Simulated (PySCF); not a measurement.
Molecule: `C(C)[S+](C)(C)=O`, [C$_{4}$H$_{11}$OS]+.

Atoms are numbered as in `[CH3:1][CH2:2][S+:3]([CH3:4])([CH3:5])=[O:6]`. Each H is labelled by its parent atom.

Geometry PBE0-D3(BJ)/def2-SVP throughout; GIAO in PySCF 2.14.0 with density-fitted response routines, gas phase, one conformer, non-relativistic; equivalent atoms averaged; basis pcSseg-1.

(1) How do the shifts δ (against TMS, CS2, H2O at the same level) depend on the functional? (ppm; last column core-seconds on shared hosts with different chips, so compare them loosely)

(2) Which nucleus moves most, in ppm?

Results:

(1) 
```csv
functional,kind,C2,C4/C5,C1,S3,O6,H(C4)/H(C5),H(C2),H(C1),core-s
HF,Hartree–Fock,45.4,34.2,4.9,238.8,54.4,3.25,2.88,2.05,11
LDA,LDA,61.3,44.2,3.0,301.4,147.4,3.35,3.35,1.85,34
PBE,GGA,57.7,41.6,5.3,289.2,131.4,3.30,3.28,1.88,42
BLYP,GGA,58.8,42.1,5.9,301.8,134.1,3.29,3.27,1.90,42
BP86,GGA,58.0,42.0,5.6,292.9,129.5,3.31,3.28,1.89,44
OPBE,GGA,53.9,39.0,6.2,267.7,115.9,3.31,3.30,1.89,46
KT2,GGA,55.7,40.2,5.9,276.4,124.9,3.29,3.27,1.91,26
KT3,GGA,54.1,38.8,6.9,270.6,117.3,3.28,3.27,1.92,26
B97-D,GGA,56.4,40.7,6.5,291.9,121.0,3.31,3.28,1.92,26
B3LYP,global hybrid,56.3,40.9,5.4,289.0,117.0,3.29,3.18,1.93,18
PBE0,global hybrid,54.6,40.0,5.0,274.8,110.0,3.30,3.16,1.92,20
mPW1PW91,global hybrid,54.6,40.1,5.2,275.5,108.6,3.30,3.16,1.93,19
WP04,global hybrid,57.4,41.5,8.6,282.7,106.4,3.34,3.23,1.99,27
B97-2,global hybrid,53.9,39.4,5.9,276.0,105.9,3.30,3.17,1.93,29
BHandHLYP,global hybrid,52.4,38.7,5.0,269.1,93.6,3.28,3.06,1.98,27
CAM-B3LYP,range-separated hybrid,55.3,40.9,4.5,280.9,109.5,3.29,3.12,1.94,37
wB97X-D,range-separated hybrid,54.5,40.7,5.3,275.1,102.2,3.29,3.09,1.93,24
LC-wPBE,range-separated hybrid,52.9,40.4,4.4,260.6,94.1,3.28,3.05,1.92,52
```

(2) O6 (S=O oxygen): from 54.4 ppm with HF to 147.4 ppm with LDA. The smallest spread is 0.10 ppm, at H(C4)/H(C5). Proton shifts span only some 12 ppm, so a few tenths of a ppm matter as much there as several ppm in carbon.
